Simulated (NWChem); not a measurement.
# acetylene (C$_{2}$H$_{2}$); SMILES C#C

```xyz
4

C      0.0000     0.0000    -0.5985
C      0.0000     0.0000     0.5985
H      0.0000     0.0000    -1.6633
H      0.0000     0.0000     1.6633
```
Atoms are numbered in this order, from 1.

Results from NWChem. All runs use the structure optimised with PBE0-D3(BJ)/def2-TZVP. GIAO values for the isolated, static molecule; σ is the absolute isotropic shielding.

Problem. Predict the results for PBE/def2-SVP. Quantities: σ C1 (ppm); σ H3 (ppm).

Solution. 
```json
{
 "σ C1 (ppm)": "125.7",
 "σ H3 (ppm)": "30.55"
}
```
